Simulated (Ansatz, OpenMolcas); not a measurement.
Strength of the C–H bond: CH3F → CH2F + H

Species: CH3F `CF`, singlet; CH2F `[CH2]F`, doublet; H atom, doublet. 

Shapes, held fixed at every level: PBE0-D4/def2-TZVP. Programs: Ansatz 0.2.0, OpenMolcas 26.06. The zero-point and thermal change to 298 K, harmonic and unscaled (PBE0-D4/def2-TZVP), is -31.8 kJ/mol.

| level | kind | ΔH(298 K) (kJ/mol) | less CCSD(T)/CBS estimate |
| --- | --- | --- | --- |
| HF/def2-SVP | Hartree–Fock | +320.0 | -105.7 |
| HF/def2-TZVPP | Hartree–Fock | +318.8 | -106.9 |
| PBE-D4/def2-TZVPP | GGA | +403.7 | -22.0 |
| r2SCAN-D4/def2-TZVPP | meta-GGA | +399.3 | -26.4 |
| MP2/def2-SVP | perturbation theory | +399.4 | -26.3 |
| CCSD(T)/def2-SVP | coupled cluster or CI | +405.1 | -20.6 |
| CCSD/def2-TZVPP | coupled cluster or CI | +415.5 | -10.2 |
| CCSD(T)/CBS estimate | coupled cluster or CI | +425.7 | 0.0 |

The highest level, CCSD(T)/CBS estimate, gives ΔH(298 K) = +425.7 kJ/mol; the levels span +318.8 to +425.7. The column of differences is taken from that level and isn't an error. Hartree–Fock misses the correlation of the pair that is broken and comes out low. No measured value is set beside it here. Open shells run unrestricted unless RO is named. The CBS estimate extrapolates MP2 from def2-TZVPP and def2-QZVPP and adds CCSD(T) − MP2 in the triple-zeta set, cores frozen.
